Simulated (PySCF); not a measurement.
## Vibration and rotation of MgO

PBE0 constants of MgO, ³Π (triplet), unpaired electrons σ ↑, π ↑ (PySCF, no relativity, basis sets Mg def2-TZVP, O def2-TZVP; masses 23.9850 and 15.9949 u):

```
ωe              : 631.7 cm⁻¹
ωexe            : 4.43 cm⁻¹
Be              : 0.49571 cm⁻¹
αe              : 0.00496 cm⁻¹
D (centrifugal) : 1.22e-06 cm⁻¹
De to Mg + O    : 2.37 eV
```

(1) Give the vibrational terms G(v) and spacings up to v = 6.

(2) How well does the Morse estimate ωe²/(4ωexe) reproduce De, and what is D0?

The state is the lowest determinant that a PBE0 search found; another state may lie lower at other levels.

Answers

(1) G(v) = ωe(v+½) − ωexe(v+½)².

| v | G(v) (cm⁻¹) | G(v) − G(v−1) | Bv (cm⁻¹) |
| --- | --- | --- | --- |
| 0 | 314.7 |  | 0.4932 |
| 1 | 937.6 | 622.8 | 0.4883 |
| 2 | 1551.6 | 614.0 | 0.4833 |
| 3 | 2156.7 | 605.1 | 0.4783 |
| 4 | 2752.9 | 596.3 | 0.4734 |
| 5 | 3340.3 | 587.4 | 0.4684 |
| 6 | 3918.9 | 578.5 | 0.4635 |

(2) It gives 2.79 eV, 118 % of the computed De. D0 = De − G(0) = 2.37 − 0.04 = 2.33 eV.
